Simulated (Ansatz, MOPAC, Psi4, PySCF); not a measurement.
Species: CHO, net charge 0, doublet state. SMILES: O=[CH]
Coordinates optimised at B3LYP-D3(BJ)/def2-TZVP (Ansatz, a first-principles code):
```
C
O 1 1.1718
H 1 1.1249 2 124.43
```
Charge 0, spin multiplicity 2.

Wanted: vertical ionisation energy to the singlet, in eV. Terms: open shells spin-unrestricted; PM7 with its own dispersion and hydrogen-bond terms; no dispersion term unless named; non-relativistic; spin-orbit terms left out; valence correlation only; 6-311+G** with 5d; 6-31G* and kin with 6d, 5d where marked; each state is the SCF solution reached for its charge and spin. Ab initio and DFT rows: single points at B3LYP-D3(BJ) geometries (Ansatz). Semi-empirical rows: differences of heats of formation at the shared geometry for vertical values. A UHF reference is markedly spin-contaminated in at least one set, which strains HF and MP2.

Measured values: CCCBDB table in ASE; they hold spin-orbit and core effects. 

Value to compare with, the measured value: 9.31 eV.

```csv
level,program,vertical ionisation energy to the singlet (eV),error
PM6,MOPAC,9.25,-0.06
PM7,MOPAC,9.17,-0.14
MNDO,MOPAC,9.34,0.03
HF/6-31G*,Ansatz,9.45,0.14
HF/6-311+G**,Ansatz,9.56,0.25
PBE/6-31G*,Ansatz,9.25,-0.06
B3LYP/STO-3G,Ansatz,7.89,-1.42
B3LYP/3-21G,Ansatz,9.45,0.14
B3LYP/6-31G*,Ansatz,9.53,0.22
B3LYP/6-311+G**,Ansatz,9.73,0.42
wB97X-D/6-31G*,Psi4,9.49,0.18
MP2/6-31G*,Ansatz,8.54,-0.77
MP2/6-311+G**,Ansatz,8.78,-0.53
PBE0/def2-TZVPD,Ansatz,9.67,0.36
M06-2X/def2-TZVPD,PySCF,9.58,0.27
```

Among the 13 habitual levels, B3LYP/STO-3G lies farthest from the measured value (-1.42 eV); 7 of 13 lie above it, and their mean absolute error is 0.34 eV, the median 0.18. One case shows no general order.

The levels are drawn from those run, B3LYP/6-31G* more often than the rest, none by its result; runs whose electronic state is in doubt are left out.
